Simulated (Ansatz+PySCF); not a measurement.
A calculation with Ansatz (development build ahead of 0.2.0).

```yaml
crystal:
  periodic: [false, false, false]
  atoms:
    - { symbol: Al, position_ang: [0.0, 0.0, 0.0] }
    - { symbol: "N", position_ang: [0.0, 0.0, 2.46] }
basis:
  gaussian: { orbitals: STO-3G }
magnetization:
  initial_magnetization: 2
hamiltonian:
  xc: hf
correlation:
  method: fci
  frozen_orbitals: { Al: 5, "N": 1 }
```

The input is written out in the form of the current development build from the run's settings.

Results

```yaml
Converged: yes
Total_energy: -292.67251 hartree
State: lowest triplet root, of any spatial symmetry
```
